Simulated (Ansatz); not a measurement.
Basis-set extrapolation for `C1CC1C1CC1` (PBE0-D4/def2-TZVP geometry, frozen core, Ansatz). Multiplicity 1, RHF reference.

```
                      def2-TZVPP   def2-QZVPP
                 HF  -233.047931  -233.058437
    MP2 correlation    -1.012203    -1.074276
CCSD(T) correlation    -1.106951      not run
```

Energies in hartree. Use E(X) = E(∞) + A·exp(−7.88·√X) for Hartree–Fock and E(X) = E(∞) + B·X^(−2.97) for correlation, with X = 3 and 4, and add CCSD(T) minus MP2 of the smaller set to the MP2 limit.

Q: What is the CCSD(T) energy at the basis-set limit?

A: HF limit: -233.058437 + (-0.010506) × 0.13774 = -233.05988. MP2 limit: -1.074276 + (-0.062073) × 0.74074 = -1.12026. Higher-order term: -1.106951 − (-1.012203) = -0.09475. Total: -234.27489 hartree, 315.1 kJ/mol below CCSD(T)/def2-TZVPP.
